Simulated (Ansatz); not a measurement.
Scan of H₆, lowest singlet found (which spin is the ground state isn't settled by this scan): regular ring of 6 H atoms, symmetric stretch. Scanned: H-H side.

Level of theory: full CI/aug-cc-pVDZ, frozen core run with Ansatz (a program for electronic structure).

Scanned values (Å): 0.63, 0.70, 0.77, 0.84, 0.90, 0.96, 1.03, 1.12, 1.23, 1.35, 1.53, 1.71, 1.98, 2.25, 2.61, 3.06.

**Question.** Describe the profile: where are the wells and the tops?

**Answer.** Lower than their neighbours: 1.03 Å (0.0 kcal/mol). Higher than their neighbours: 0.63 Å (297.4 kcal/mol, end of the scan), 3.06 Å (246.3 kcal/mol, end of the scan). The whole profile spans 297.4 kcal/mol.
